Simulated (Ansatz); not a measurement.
Mulliken charges of C3H5NO, SMILES `NC1=COC1` from r2SCAN/def2-TZVPP in Ansatz (PBE0-D4/def2-TZVP geometry).

| atom | x (Å) | y (Å) | z (Å) | charge (e) |
| --- | --- | --- | --- | --- |
| N1 | -1.232 | 0.186 | -1.054 | -0.346 |
| C2 | -0.215 | -0.102 | -0.161 | -0.048 |
| C3 | 0.397 | -1.155 | 0.387 | 0.029 |
| O4 | 1.435 | -0.460 | 1.018 | -0.340 |
| C5 | 0.861 | 0.748 | 0.452 | 0.174 |
| H6 | -1.844 | 0.928 | -0.743 | 0.161 |
| H7 | -1.777 | -0.625 | -1.307 | 0.155 |
| H8 | 0.332 | -2.233 | 0.424 | 0.108 |
| H9 | 0.572 | 1.450 | 1.239 | 0.052 |
| H10 | 1.554 | 1.214 | -0.252 | 0.057 |

Q: By hand: the dipole of these point charges (1 e Å = 4.8032 D).

A: Σ q r = (-0.308, 0.150, -0.110) e Å, of length 0.360 e Å = 1.73 D.

Q: How does the dipole of the full density compare? (Estimate.)

A: Computed: (-0.492, 0.132, -0.142) e Å, 2.54 D; the point charges give 0.68 times that, at 11° from its direction.

Point charges leave out the atoms' own dipoles, such as those of lone pairs, and Mulliken's split depends on the basis, so the two needn't agree.
